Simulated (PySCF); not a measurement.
# Worked example: HSiCl, quintet against HSiCl, triplet

Geometry (PBE0/def2-TZVP stationary point of a triplet), kept for both states (HSiCl, triplet: A''; HSiCl, quintet: A''):

```csv
atom,x (Å),y (Å),z (Å)
Si,0.0000,-0.0971,1.1106
Cl,0.0000,0.0428,-0.9322
H,0.0000,1.2019,1.8432
```

Basis 6-31G; PySCF 2.14.0. Correlated methods freeze the noble-gas cores. Prefix R: restricted or restricted open-shell reference; prefix U: unrestricted.

Full CI isn't at hand for all of this; RCCSDT serves as the reference. It lacks quadruple excitations, which often exceed the step from CCSD(T) to CCSDT. The frozen core follows each run's orbitals, which can shift R against U totals by a few meV.

```tsv
level	E(HSiCl, triplet) (hartree)	E(HSiCl, quintet) (hartree)
UHF	-748.885905	-748.628257
UMP2	-748.955915	-748.680962
UCCSD(T)	-748.973891	-748.699693
PBE	-749.809984	-749.539146
PBE0	-749.874506	-749.600147
RCCSDT	-748.974314	-748.700141
```

Question: Give the vertical gap, HSiCl quintet less HSiCl triplet, at each level in eV (1 hartree = 27.2114 eV), and each error against RCCSDT.

Answer: RCCSDT: (-748.700141 − (-748.974314)) × 27.2114 = 7.461 eV (the reference)
PBE0: (-749.600147 − (-749.874506)) × 27.2114 = 7.466 eV, error 0.005 eV
PBE: (-749.539146 − (-749.809984)) × 27.2114 = 7.370 eV, error -0.091 eV
UCCSD(T): (-748.699693 − (-748.973891)) × 27.2114 = 7.461 eV, error 0.000 eV
UMP2: (-748.680962 − (-748.955915)) × 27.2114 = 7.482 eV, error 0.021 eV
UHF: (-748.628257 − (-748.885905)) × 27.2114 = 7.011 eV, error -0.450 eV

Total energies of functionals can't be set beside those of wave-function methods, since they hold the core's correlation and their own absolute errors; only the differences compare.

The set has no polarisation functions, so the order and spacing of states can differ from the basis-set limit.

In so small a basis the reference is far from its limit while semilocal and hybrid functionals are nearer theirs, so the functionals' errors here hold much of the reference's basis and frozen-core error, which can add to them or hide them.

Each level lands on the state that its own search finds. T1 diagnostics of restricted CCSD: 0.017 and 0.026.
